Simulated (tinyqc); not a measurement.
Hueckel theory of the pi electrons, for the molecule O=CC=O (SMILES; centres numbered as the heavy atoms are written), step by step. One step of it, computed by the program tinyqc.

Task: Energy, charges, bond orders. E = sum n x; q_r = z_r - P_rr; bond order p = P_rs; free valence = sqrt(3) - sum of p over the bonds of the atom.

x values: 2.000000  1.414214  0.000000  -1.414214

occupations: 2.000000  2.000000  0.000000  0.000000

charge and bond-order matrix P, lower triangle:
```
,1O,2C,3C,4O
1O,1.353553
2C,0.853553,0.646447
3C,0.146447,0.353553,0.646447
4O,-0.353553,0.146447,0.853553,1.353553
```

Centres:
```
centre,"z_r, pi electrons of the neutral centre",h
1O,1,1.000000
2C,1,0.000000
3C,1,0.000000
4O,1,1.000000
```

Bonds:
```
i,j,k
1,2,1.000000
2,3,1
3,4,1
```

Give: pi energy = 4 alpha + this times beta; pi charges; Bond orders and lengths from R = 1.517 - 0.180 p; free valence of the carbons; gap between the highest filled and the next level.

Result:

pi energy = 4 alpha + this times beta = 6.828

pi charges: 1O -0.354, 2C 0.354, 3C 0.354, 4O -0.354

Bond orders and lengths from R = 1.517 - 0.180 p (angstrom, C-C alone):
```
bond,p,R
1-2,0.854,-
2-3,0.354,1.453
3-4,0.854,-
```

free valence of the carbons: 2C 0.525, 3C 0.525

gap between the highest filled and the next level = 1.414 |beta|
